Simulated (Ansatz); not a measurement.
# CH₅B (triplet): wave-function methods side by side at distance B1–H4 along a hydrogen transfer = 1.386 Å, cc-pVDZ

The task here is to estimate one member of a computed series from the others.

Computed with Ansatz 0.2.0, Gaussian basis. Level: cc-pVDZ, core rule «outside noble gas», up to 2 orbitals frozen.

Plan: UHF; CCSD(T) on ROHF; CCSD(T) on UHF; BCCD(T) on ROHF; CISD; CCSDT(Q) on ROHF; CCSDT(Q) on UHF; CASSCF and NEVPT2, 4 electrons in 4 orbitals.

7 further runs of the same task are left out: 6 that didn't finish, 1 set aside as unsound or not needed.

### The system

The geometry derives from fragments relaxed apart (PBE0/def2-TZVP) and kept rigid, so it is no stationary point. A hydrogen atom is moved between rigid fragments.

7 atoms, charge 0, spin multiplicity 3.

Atoms are counted from 1 here; the program's logs count them from 0.

Bond lengths: B1–H2 1.193 Å, B1–H3 1.193 Å, B1–H4 1.386 Å, C5–H6 1.079 Å, C5–H7 1.079 Å. Angles: H2–B1–H3 120.0°, H2–B1–H4 120.0°, H3–B1–H4 120.0°, H6–C5–H7 134.8°.

The first run:

Contents of in.yaml:

```yaml
crystal:
  periodic: [false, false, false]
  atoms:
    - {symbol: B, position_ang: [-1.525126, 0.000000, 0.000000]}
    - {symbol: H, position_ang: [-2.121859, 1.033571, 0.000000]}
    - {symbol: H, position_ang: [-2.121860, -1.033571, 0.000000]}
    - {symbol: H, position_ang: [-0.139126, 0.000000, 0.000000]}
    - {symbol: C, position_ang: [1.430874, 0.000000, 0.000000]}
    - {symbol: H, position_ang: [1.845342, 0.000000, 0.996161]}
    - {symbol: H, position_ang: [1.845342, 0.000000, -0.996161]}
basis:
  gaussian: {orbitals: cc-pVDZ}
magnetization: {spin_polarized: true, initial_magnetization: 2}
hamiltonian: {xc: hf}
output: {orbitals: {seedname: orbitals}}
```

Started as:

```
$ ansatz run in.yaml --threads 1 --pin off --events-out ev --progress --plain --max-ram 2393MiB
```

Among the steps run: UHF; CCSD(T) on ROHF; CCSD(T) on UHF; BCCD(T) on ROHF; CISD; CCSDT(Q) on ROHF; CCSDT(Q) on UHF; CASSCF and NEVPT2, 4 electrons in 4 orbitals.

One table of the session follows, with a row left open; its other results are not shown here.

```
     method  from UCCSDT(Q) (kJ/mol)
       ROHF                   +677.6
        UHF                   +650.3
       RMP2                   +134.4
       UMP2                   +133.6
       CISD                    +67.0
      RCCSD                    +15.8
      UCCSD                        ?
   RCCSD(T)                     +3.1
   UCCSD(T)                     +3.1
    BCCD(T)                     +3.1
     RCCSDT                     +0.6
     UCCSDT                     +0.5
  RCCSDT(Q)                     +0.1
  UCCSDT(Q)                        0
CASSCF pair                   +622.8
NEVPT2 pair                   +130.3
```

Q: Estimate the row for UCCSD from the others.

**Answer.** from UCCSDT(Q) (kJ/mol): +15.3. In the column «from UCCSDT(Q) (kJ/mol)» it lies between BCCD(T) (+3.1) and RCCSD (+15.8).

Limits of these values: Restricted and unrestricted rows rest on different reference determinants; where their highest levels disagree by more than a few hundredths of an eV, they describe different states and don't form one ladder.
